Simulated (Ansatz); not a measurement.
Input file:

```yaml
crystal:
  periodic: [false, false, false]
  atoms:
    - {symbol: In, position_ang: [0.000000, 0.000000, -0.015429]}
    - {symbol: H, position_ang: [0.000000, 1.751252, 0.878804]}
    - {symbol: H, position_ang: [0.000000, -1.751252, 0.878804]}
basis:
  gaussian: {orbitals: def2-mTZVP}
total_charge: 1
magnetization: {spin_polarized: false, initial_magnetization: 2}
correlation: {method: ccsdt_q, electrons: outside_noble_gas}
accuracy: high
scf: {omitted_lower_state_checks: [cluster_reference]}
```

```sh
$ ansatz run in.yaml --threads 1 --pin off --events-out ev --progress --plain --max-ram 2393MiB
```

The program prints:

```
these checks for a lower state are left out or cut short: cluster_reference
891 factors; integrals over basis functions are off by at most 3.0e-9 eV
mean field evaluation 1: about -5169.0160 eV, gradient 4.9e0 eV
mean field evaluation 2: about -5169.0401 eV, gradient 5.0e0 eV
mean field evaluation 4: about -5169.4457 eV, gradient 1.0e0 eV
mean field evaluation 8: about -5169.5137 eV, gradient 2.8e-1 eV
mean field evaluation 16: about -5169.5159 eV, gradient 1.1e-8 eV
mean field -5169.51586379 eV, -189.9762039705 hartree, gradient 1.1e-8 eV, S^2 2.000000; 0 other end points of the search recorded, 0 dependent functions left out
9 core orbitals not correlated: weight in the atoms' cores, before any rotation towards them, 0.996 or more for the frozen orbitals, at most 0.004 for the correlated occupied ones
reference -5169.51586379 eV, -189.9762039705 hartree; 3, 1 occupied and 30, 32 virtual orbitals, 891 factors
second order -0.81499738 eV of doubles, -0.16583418 eV of singles
cycle   1  -1.25783806 eV  change   -2.7e-1 eV  update   7.1e-2
cycle   2  -1.46804375 eV  change   -2.1e-1 eV  update   4.0e-2
cycle   3  -1.49997297 eV  change   -3.2e-2 eV  update   1.7e-2
cycle   4  -1.52347730 eV  change   -2.4e-2 eV  update   6.6e-3
cycle   5  -1.52203863 eV  change    1.4e-3 eV  update   2.2e-3
cycle   6  -1.52236584 eV  change   -3.3e-4 eV  update   8.6e-4
cycle   7  -1.52342521 eV  change   -1.1e-3 eV  update   3.6e-4
cycle   8  -1.52292610 eV  change    5.0e-4 eV  update   1.6e-4
cycle   9  -1.52296648 eV  change   -4.0e-5 eV  update   5.9e-5
cycle  10  -1.52300451 eV  change   -3.8e-5 eV  update   2.1e-5
cycle  11  -1.52299798 eV  change    6.5e-6 eV  update   8.2e-6
cycle  12  -1.52299258 eV  change    5.4e-6 eV  update   3.5e-6
cycle  13  -1.52299161 eV  change    9.7e-7 eV  update   8.2e-7
cycle  14  -1.52299165 eV  change   -4.2e-8 eV  update   2.1e-7
cycle  15  -1.52299154 eV  change    1.1e-7 eV  update   6.3e-8
cycle  16  -1.52299151 eV  change    2.9e-8 eV  update   2.4e-8
cycle  17  -1.52299151 eV  change   -1.3e-9 eV  update   1.7e-8
cycle  18  -1.52299152 eV  change   -1.2e-9 eV  update   7.7e-9
cycle  19  -1.52299152 eV  change   -1.7e-9 eV  update   2.8e-9
cycle  20  -1.52299152 eV  change   -1.7e-9 eV  update  8.8e-10
cycle  21  -1.52299152 eV  change  -5.8e-10 eV  update  2.6e-10
cycle  22  -1.52299152 eV  change  -9.2e-11 eV  update  8.2e-11
perturbative correction -0.00009726 eV, -0.0000035741 hartree
Total energy: -5171.03895256 eV, -190.0321764506 hartree
Checks for a lower state left out: cluster_reference
```

Ran on 1 thread of Intel Xeon, shared host: 17 s wall, 0.19 GiB peak host memory.
